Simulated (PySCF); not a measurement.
Magnetisability: SMILES CC#CC#CC, C$_{6}$H$_{6}$

Geometry:
| atom | x (Å) | y (Å) | z (Å) |
| --- | --- | --- | --- |
| C1 | 2.723 | -1.891 | 0.311 |
| C2 | 1.533 | -1.073 | 0.188 |
| C3 | 0.531 | -0.387 | 0.085 |
| C4 | -0.596 | 0.386 | -0.030 |
| C5 | -1.598 | 1.073 | -0.132 |
| C6 | -2.789 | 1.890 | -0.253 |
| H7 | 2.925 | -2.145 | 1.364 |
| H8 | 3.608 | -1.366 | -0.084 |
| H9 | 2.616 | -2.835 | -0.248 |
| H10 | -2.699 | 2.814 | 0.341 |
| H11 | -2.967 | 2.181 | -1.301 |
| H12 | -3.680 | 1.349 | 0.102 |

Method: GIAO B3LYP/aug-pcSseg-1 magnetisability, rotational g tensor and spin-rotation constants, non-relativistic, gas phase in PySCF 2.14.0. Geometry: PBE0-D3(BJ)/def2-SVP.

(1) How diamagnetic is it, and how anisotropic?

(2) Split it along the inertial axes a, b, c into diamagnetic and paramagnetic parts about the centre of mass, with the quadrupole moment.

(3) And the rotational g tensor?

## Answers

(1) Isotropic -993 × 10⁻³⁰ J/T², or -59.8 × 10⁻⁶ cm³/mol; principal values -1209, -885, -885 × 10⁻³⁰ J/T², anisotropy 325 × 10⁻³⁰ J/T² (root of half the summed squared differences of the principal values). The susceptibility is in cgs units.

(2) 
```tsv
axis	χ (10⁻⁶ cm³/mol)	diamagnetic (10⁻⁶ cm³/mol)	paramagnetic (10⁻⁶ cm³/mol)	summed x² of all electrons (Å²)	quadrupole Θ (D Å)
a	-72.8	-92.4	19.6	272.8	+16.78
b	-53.3	-1203.8	1150.5	10.9	-8.39
c	-53.3	-1203.8	1150.5	10.9	-8.39
```
Anisotropies 2χaa − χbb − χcc = -39.1 and 2χbb − χaa − χcc = +19.6 × 10⁻⁶ cm³/mol. Θ is traceless in Buckingham's convention.

(3) 
```tsv
axis	rotational constant (GHz)	g	nuclear part	electronic part
a	79.1506	+0.2721	0.9994	-0.7273
b	1.1067	+0.0013	0.5995	-0.5982
c	1.1067	+0.0013	0.5995	-0.5982
```
Prolate top; isotopes 12C, 1H; no vibrational averaging.
